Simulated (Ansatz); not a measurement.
Converging the basis set for P4 (SMILES P12P3P1P23)

P4 has 4 atoms, charge 0, and is taken as a singlet. SMILES: `P12P3P1P23`. Geometry: relaxed at PBE0-D4/def2-TZVP.

```xyz
4

P    -0.7248   -0.1000    1.1194
P     1.2949    0.1098    0.3157
P    -0.1850   -1.0917   -0.7498
P    -0.3851    1.0819   -0.6852
```

Program: Ansatz 0.2.0. Method: CCSD (sfX2C). Swept: basis set. Watched: the HOMO energy (Hartree–Fock orbitals). Each run: gradient, 20 core orbitals frozen. Hardware: 1 thread of Arm Neoverse V1, shared host.

The last row is the best point of the sweep, not the limit.

```json
{"basis set": "ANO-RCC-MB", "basis functions": "36", "value (eV)": "-10.9949", "from the best (eV)": "-1.3081", "wall time": "6 s"}
{"basis set": "ANO-RCC-VDZ", "basis functions": "52", "value (eV)": "-10.5001", "from the best (eV)": "-0.8133", "wall time": "11 s"}
{"basis set": "ANO-RCC-VDZP", "basis functions": "72", "value (eV)": "-9.7346", "from the best (eV)": "-0.0478", "wall time": "11 s"}
{"basis set": "ANO-RCC-VTZP", "basis functions": "136", "value (eV)": "-9.6868", "from the best (eV)": "0.0000", "wall time": "52 s"}
```

Problem. Which is the coarsest setting good to 0.1 eV?

Solution. ANO-RCC-VDZP: it is 0.0478 eV off and takes 11 s, against 52 s for ANO-RCC-VTZP.
